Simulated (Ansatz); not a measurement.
Working through a ladder of methods at one geometry of C3H6O, SMILES CC1CO1

Computed with the Python package of Ansatz (0.2.0).

At the Python prompt:
```pycon
>>> import ansatz as az
>>> from rdkit import Chem
>>> from rdkit.Chem import AllChem
>>> rd = Chem.AddHs(Chem.MolFromSmiles("CC1CO1"))
>>> AllChem.EmbedMolecule(rd, randomSeed=642)
0
>>> AllChem.UFFOptimizeMolecule(rd)
0
>>> c3h6o = az.Crystal.molecule()
>>> for atom, xyz in zip(rd.GetAtoms(), rd.GetConformer().GetPositions()):
...     c3h6o = c3h6o.atom(atom.GetSymbol(), xyz.round(5).tolist())
...
>>> model = c3h6o.calculation().basis(gaussian="def2-SVP")
>>> methods = ["mp2", "ccsd", "ccsd_t"]
>>> reports = [model.correlation(m).run(threads=1).report for m in methods]
>>> print(f"Hartree-Fock reference {reports[0]['reference_energy_ev'] / 27.211386246:.6f} Ha")
Hartree-Fock reference -191.758089 Ha
>>> best = reports[-1]["free_energy_ev"] - reports[-1]["reference_energy_ev"]
>>> for method, each in zip(methods, reports):
...     gained = each["free_energy_ev"] - each["reference_energy_ev"]
...     print(f"{method:8s} total {each['free_energy_ev'] / 27.211386246:.6f} Ha  correlation {gained:9.4f} eV  ({100 * gained / best:.1f} % of the last)")
...
mp2      total -192.362270 Ha  correlation  -16.4406 eV  (91.1 % of the last)
ccsd     total -192.402186 Ha  correlation  -17.5268 eV  (97.1 % of the last)
ccsd_t   total -192.421525 Ha  correlation  -18.0530 eV  (100.0 % of the last)
```

Total energies depend on the basis set; only differences at equal settings carry meaning. The geometry is a force-field or estimated start, not a minimum of this method, and the basis set is short of its limit. A lower total doesn't mark the better method: functionals have no common bound, and MP2 and coupled cluster aren't variational. Inner cores stay frozen, so this is valence correlation. Wall time of the script: 12 s on 1 thread of Arm Neoverse V1, with other jobs on the host, peak memory 0.43 GiB.
